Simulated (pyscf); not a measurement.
Concerted two-bond exchange: F–WH(F)(F)=S (SMILES [F][WH]([F])([F])=[S]) + HF (SMILES F) → F–WH(F)(F)=S (SMILES [F][WH]([F])([F])=[S]) + HF (SMILES F)

Gas phase, singlet surface, charge 0. Bonds broken: W2–F4, F3–H8. Bonds formed: W2–F3, F4–H8. Structures and frequencies: ωB97X-D3(BJ)/def2-SVP in PySCF.

Transition state (Å):

```xyz
8

S     -0.0712     1.5551     1.4535
W     -0.4948     0.5874    -0.3426
F     -1.5136    -0.2465    -2.0075
F     -2.7012     0.7437    -0.4501
F     -0.6486    -1.1516     0.2490
F     -0.3281     1.9951    -1.5213
H      1.1065     0.2171    -0.7081
H     -2.4845     0.2121    -1.3587
```

One imaginary mode, 373i cm⁻¹; descent along it reached the two sides named, in the forms told below.

```json
[
 {"bond": "W2–F4", "change": "breaks", "reactant side (Å)": "1.913", "saddle": "2.214", "product side": "2.7"},
 {"bond": "F3–H8", "change": "breaks", "reactant side (Å)": "0.936", "saddle": "1.255", "product side": "1.905"},
 {"bond": "W2–F3", "change": "forms", "reactant side (Å)": "2.492", "saddle": "2.123", "product side": "1.919"},
 {"bond": "F4–H8", "change": "forms", "reactant side (Å)": "2.012", "saddle": "1.075", "product side": "0.934"}
]
```

Electronic energies relative to the separated reactants (kJ/mol):

| level | barrier | reaction energy | reverse barrier |
|---|---|---|---|
| ωB97X-D3(BJ)/def2-TZVP | 28.7 | 0.0 | 28.7 |
| PBE/def2-TZVP | 30.3 | 0.0 | 30.3 |
| r²SCAN/def2-TZVP | 25.1 | 0.0 | 25.1 |
| B3LYP-D3(BJ)/def2-TZVP | 32.4 | 0.0 | 32.4 |
| PBE0-D3(BJ)/def2-TZVP | 31.9 | 0.0 | 31.9 |
| M06-2X/def2-TZVP | 25.5 | 0.0 | 25.5 |
| ωB97M-D3(BJ)/def2-TZVP | 31.9 | 0.0 | 31.9 |
| HF/def2-TZVP | 75.0 | 0.0 | 75.0 |

With ωB97M-D3(BJ)/def2-TZVP energies and thermal terms (ideal gas, 1 atm, RRHO with modes under 100 cm⁻¹ raised to 100, one conformer, R ln 2 for chiral ones without a mode under 150 cm⁻¹), in kJ/mol:

```tsv
T (K)	ΔH‡	ΔG‡	ΔH	ΔG
298	28.5	71.4	0.0	0.0
600	26.9	115.6	0.0	0.0
900	27.4	160.0	0.0	0.0
1200	28.9	204.0	0.0	0.0
```

On the reactant side the descent ends in a bound adduct, 37.5 kJ/mol under the separated species and 66.2 kJ/mol under the saddle at ωB97X-D3(BJ)/def2-TZVP. This is the saddle that the search found; another between the same sides may lie lower. Elements past Kr carry the def2 core potentials, without spin-orbit coupling.
